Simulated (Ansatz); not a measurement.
# A geometry optimisation of CH2PSi+ with r2SCAN-D4/def2-SVP

The starting geometry of this gas-phase singlet was optimised with GFN2-xTB.

| atom | x (Å) | y (Å) | z (Å) |
| --- | --- | --- | --- |
| C | -0.1537 | 2.1372 | -1.0774 |
| P | -0.2585 | 0.9690 | -2.3348 |
| Si | 1.2735 | 3.2803 | -1.0167 |
| H | -0.9251 | 2.2039 | -0.3142 |
| H | -1.4790 | 0.3987 | -1.9118 |

**Question.** Predict what it relaxes into with r2SCAN-D4/def2-SVP.

**Answer.** A new bond forms, giving a structure given below by its coordinates. Contacts that close: P2–Si3 (3.07 → 2.32 Å).

The energy falls by 0.29 eV over 14 steps:

```json
{"step": "1", "E − E(last) (eV)": "0.293"}
{"step": "2", "E − E(last) (eV)": "0.271"}
{"step": "4", "E − E(last) (eV)": "0.265"}
{"step": "5", "E − E(last) (eV)": "0.262"}
{"step": "7", "E − E(last) (eV)": "0.105"}
{"step": "8", "E − E(last) (eV)": "0.040"}
{"step": "10", "E − E(last) (eV)": "0.011"}
{"step": "11", "E − E(last) (eV)": "0.000"}
{"step": "13", "E − E(last) (eV)": "0.000"}
{"step": "14", "E − E(last) (eV)": "0.000"}
```

Final geometry (Å):

| atom | x (Å) | y (Å) | z (Å) |
| --- | --- | --- | --- |
| C | -0.3391 | 2.2315 | -0.8031 |
| P | -0.1708 | 1.2154 | -2.1247 |
| Si | 1.2775 | 2.8986 | -1.4557 |
| H | -1.0728 | 2.3697 | 0.0024 |
| H | -1.2376 | 0.2738 | -2.2738 |

Frequencies at the end are all real (lowest 266 cm⁻¹). Run with Ansatz 0.2.0, 12 s on 1 thread of Intel(R) Xeon(R) 6975P-C (Granite Rapids), with other jobs on the host.
